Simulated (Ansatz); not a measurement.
Mulliken charges of trichlorosilane (`Cl[SiH](Cl)Cl`) from B3LYP/def2-TZVPP in Ansatz (PBE0-D4/def2-TZVP geometry).

| atom | x (Å) | y (Å) | z (Å) | charge (e) |
| --- | --- | --- | --- | --- |
| Cl1 | 1.691 | -0.571 | 0.892 | -0.195 |
| Si2 | -0.081 | -0.013 | 0.075 | 0.625 |
| Cl3 | 0.018 | 1.934 | -0.491 | -0.195 |
| Cl4 | -0.476 | -1.171 | -1.544 | -0.195 |
| H5 | -1.151 | -0.179 | 1.068 | -0.039 |

Problem. By hand: the dipole of these point charges (1 e Å = 4.8032 D).

Solution. Σ q r = (-0.246, -0.039, 0.228) e Å, of length 0.338 e Å = 1.62 D.

Problem. How does the dipole of the full density compare? (Estimate.)

Solution. Ansatz gave: (-0.118, -0.018, 0.109) e Å, 0.78 D; the point charges give 2.08 times that, at 0° from its direction.

Point charges leave out the atoms' own dipoles, such as those of lone pairs, and Mulliken's split depends on the basis, so the two needn't agree.

B3LYP here is the variant with VWN-RPA as its local correlation; programs differ in this.
